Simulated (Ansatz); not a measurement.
The first iterations of a band of CH6Si (8 atoms, charge 0, multiplicity 1).

These are results of RKS revPBE-D4/def2-TZVP in Ansatz, not measurements.

- movable images: 7
- climbing image: from the first iteration
- spring: 5.0 eV/Å²
- optimiser: fire
- start path: through a guess of the saddle point
- force threshold: 0.03 eV/Å
- iteration limit: 60
- end points: relaxed

First end point:

```xyz
8
Properties=species:S:1:pos:R:3
Si 0.380 0.011 0.047
C 0.873 -0.012 1.869
H -0.013 -0.126 2.512
H 1.556 -0.849 2.076
H 1.381 0.923 2.147
H 1.588 0.163 -0.825
H -0.549 1.152 -0.234
H -0.314 -1.263 -0.329
```

Last end point:

```xyz
8
Properties=species:S:1:pos:R:3
Si 0.161 0.016 -0.871
C 1.208 0.018 1.742
H 0.140 -0.162 1.898
H 1.799 -0.809 2.153
H 1.503 0.982 2.170
H 1.489 0.063 0.648
H -0.757 1.048 -0.196
H -0.640 -1.156 -0.282
```

| iteration | highest image above the first end (eV) | largest band force component (eV/Å) |
| --- | --- | --- |
| 1 | 4.208 | 3.988 |
| 2 | 3.742 | 2.929 |
| 3 | 3.420 | 2.206 |
| 4 | 3.304 | 1.647 |
| 5 | 3.146 | 2.230 |
| 6 | 3.003 | 1.037 |
| 7 | 2.909 | 1.637 |
| 8 | 2.899 | 0.737 |
| 9 | 2.893 | 0.628 |
| 10 | 2.882 | 0.464 |
| 11 | 2.867 | 0.396 |
| 12 | 2.848 | 0.554 |
| 13 | 2.844 | 0.323 |
| 14 | 2.838 | 0.325 |
| 15 | 2.831 | 0.232 |

Problem. Does the band converge within its limit, and where does its top end?

Solution. The run converged. It ended after 47 iterations with the highest image 2.785 eV above the first end. Another band between the same ends (7 images) ends at a top of the same energy, where a vibrational analysis finds 1 clearly imaginary mode. The orbitals stay closed-shell, which can raise the energy where a bond breaks towards radicals; this wasn't checked here.

The run took 5.3 min on 2 threads of Arm Neoverse V1, with other jobs on the host, peak memory 0.14 GiB.
